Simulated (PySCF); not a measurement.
Work out the structure from these simulated measurements.

Formula: CH8BP.

- Dipole: 3.77 D [B3LYP/def2-SVPD]
- UV, strongest line: among the 10 lowest singlet transitions: S8 at 7.48 eV (166 nm, f = 0.113) [TDDFT B3LYP/def2-SVPD]
- Valence photoelectron: vertical ionisation energy: 10.28 eV [ΔSCF B3LYP/def2-SVPD]
- XPS: P2p3/2 138.1, B1s 193.8, C1s 289.4, P1s 2151.8 eV [ΔSCF SCAN, pcX-2 on the ionised atom, pcseg-1 elsewhere, spin-free X2C, 2p3/2 from a spin–orbit splitting computed afterwards within the 2p shell]
- Triplet: lowest triplet excitation (Tamm–Dancoff): 6.64 eV [TDA B3LYP/def2-SVPD]
- 13C NMR: chemical shifts (computed TMS as zero) by class: -2.9 (1 C) ppm [GIAO B97-2/pcSseg-2]
- NMR, other nuclei: isotropic shieldings of nuclei other than C and H, by class: 137 (1 B), 440 (1 P) ppm [GIAO B97-2/pcSseg-2]
- Rotational structure: rotational constants A, B, C: 22.145, 4.510, 4.114 GHz [PBE0-D3(BJ)/def2-SVP]
- UV, first state: lowest singlet excitation: 6.79 eV (183 nm, f = 0.001) [TDDFT B3LYP/def2-SVPD]

The electronic properties come from PySCF, for the isolated species, density fitting. Levels stand in brackets. Geometry: PBE0-D3(BJ)/def2-SVP; no solvent, vibrations or thermal averaging. Each NMR value is the plain mean over a class of atoms that symmetry, rotation or inversion makes alike.

**Question.** What is the compound? Reason from the data.

**Answer.** Numbering: `[CH3:1][BH2-:2][PH3+:3]`. The one carbon: sp3 carbon bound to boron [C1] (-2.9 ppm). The other shieldings belong to: 137 ppm, four-coordinate boron [B2]; 440 ppm, phosphorus bonded to B and 3 H [P3]. The core levels belong to: P2p3/2 138.1 eV, phosphorus bonded to B and 3 H [P3]; B1s 193.8 eV, four-coordinate boron [B2]; C1s 289.4 eV, sp3 carbon bound to boron [C1]; P1s 2151.8 eV, phosphorus bonded to B and 3 H [P3]. The first electron is taken from the HOMO, whose largest Löwdin shares are 0.35 on the four-coordinate boron, 0.19 on each of 2 atoms of one kind (B–H hydrogen) and 0.11 on the sp3 carbon bound to boron. The optimised geometry has point group Cs and is an asymmetric top. Structure: `[PH3+][BH2-]C`. The assignments are read from this structure; whether some other isomer fits the data as well wasn't checked.
